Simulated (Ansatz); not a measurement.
A made-up structure of CHSi2, doublet:

```xyz
4
angstrom
C -0.1277 -0.8545 0.6633
Si 1.3853 -0.2761 1.3150
Si -0.0974 0.4446 -0.4714
H 2.4743 0.0652 2.1599
```

It is relaxed with PBE-D4/def2-SVP and then PBE0-D4/def2-TZVP (Ansatz 0.2.0). Atoms count as bonded within 1.22 times the sum of their covalent radii (H–H: 0.88 Å). The end point is not checked to be a true minimum.

(1) Does its bonding change? (A judgement: the text doesn't fix the answer.)

Results:

(1) By the calculation: No: no bond forms or breaks.

Where it ends: The first stage lowers the energy by 0.60 eV in 7 steps. It ends as CHSi₂ ([C]1[Si][SiH]1):
| atom | x (Å) | y (Å) | z (Å) |
| --- | --- | --- | --- |
| C1 | 0.0584 | -0.8138 | 0.7476 |
| Si2 | 1.4551 | 0.1086 | 1.1651 |
| Si3 | -0.2705 | 0.3245 | -0.5344 |
| H4 | 2.3915 | -0.2401 | 2.2884 |

Labels in which every atom is bracketed show which atoms are joined, not bond orders.

For scale, one of the runs: PBE0-D4/def2-TZVP relaxation, 111 basis functions, launched by `ansatz run in.yaml --threads 2 --pin off --events-out ev --progress --plain --max-ram 4352MiB`. Hardware: 2 CPU threads of an Arm Neoverse V2, shared host. Wall time about 13 s.
